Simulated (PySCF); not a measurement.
Constitutional and geometric isomers with formula C3H3N. Gas-phase values, no solvent. Strings in code marks are SMILES.

These are TPSSh-D3(BJ)/def2-TZVP // PBE0-D3(BJ)/def2-TZVP run with PySCF values and carry that method's errors. All candidates: neutral, multiplicity 1. 

LUMO: -1.33 eV
HOMO: -6.25 eV
HOMO–LUMO gap: 4.92 eV

Problem. Which member has these values?
A. `C=CC#N`
B. `N=c1cc1`
C. `C#CN=C`
D. `[H]/N=C\C#C`

Solution. B, `N=c1cc1`. The others give `C=CC#N`: -2.12 eV, -7.78 eV, 5.66 eV; `C#CN=C`: -2.14 eV, -6.47 eV, 4.33 eV; `[H]/N=C\C#C`: -2.01 eV, -7.35 eV, 5.34 eV
